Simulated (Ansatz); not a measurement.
# The cluster GaF3: the relaxed shape and its frontier levels

What does the cluster GaF3 look like as a singlet, and where do its frontier electrons sit?

Program: Ansatz 0.2.0, Gaussian basis. Level of theory: RKS PBE0-D4/def2-TZVP. These are calculated values, not measurements.

Levels to be run: relaxation at PBE-D4/def2-TZVP; a search for the lowest solution at PBE0-D4/def2-SVP; a single point at PBE0-D4/def2-TZVP; harmonic vibrations at PBE-D4/def2-TZVP.

### 1 Where the work starts

4 atoms, charge 0, spin multiplicity 1.

Atoms are counted from 1 here; the program's logs count them from 0.

Bond lengths: Ga1–F2 1.732 Å, Ga1–F3 1.733 Å, Ga1–F4 1.733 Å. Angles: F2–Ga1–F3 119.9°, F2–Ga1–F4 120.1°, F3–Ga1–F4 120.0°.

The start is a GFN2-xTB geometry.

### 2 Optimising with PBE-D4/def2-TZVP

in.yaml

```yaml
crystal:
  periodic: [false, false, false]
  atoms:
    - {symbol: Ga, position_ang: [0.000310, -0.000630, -0.000750]}
    - {symbol: F, position_ang: [-0.473890, -1.511450, 0.701600]}
    - {symbol: F, position_ang: [0.356630, 1.352580, 1.021270]}
    - {symbol: F, position_ang: [0.116950, 0.159490, -1.722110]}
basis:
  gaussian: {orbitals: def2-TZVP}
hamiltonian: {xc: pbe, dispersion: d4}
scf: {lower_state_search: "off"}
output: {orbitals: {seedname: orbitals}}
relax: {f_tol: 0.02, max_steps: 100}
```

On the command line:

```console
$ ansatz run in.yaml --threads 4 --pin off --events-out ev --progress --plain --max-ram 3916MiB
```

After this run come: Searching for the lowest solution, PBE0-D4/def2-SVP; Single point, PBE0-D4/def2-TZVP; Harmonic vibrations.

**Question.** What will the summary of the whole plan be? Wanted: point group; commonest bond; HOMO, LUMO at PBE0-D4/def2-TZVP; dipole at PBE-D4/def2-TZVP; lowest, highest wavenumber.

**Answer**, as computed:

```
                       quantity                           value
                    point group                             D3h
                 commonest bond  F–Ga, 3 of mean length 1.746 Å
HOMO, LUMO at PBE0-D4/def2-TZVP                -11.74, -2.56 eV
     dipole at PBE-D4/def2-TZVP                          0.00 D
     lowest, highest wavenumber                   173, 713 cm⁻¹
```

The molecule keeps its bonding pattern by the stored test; the atoms moved 0.01 Å (rms). All wavenumbers are real: a minimum at this level. Whether this spin is the lowest isn't tested here.
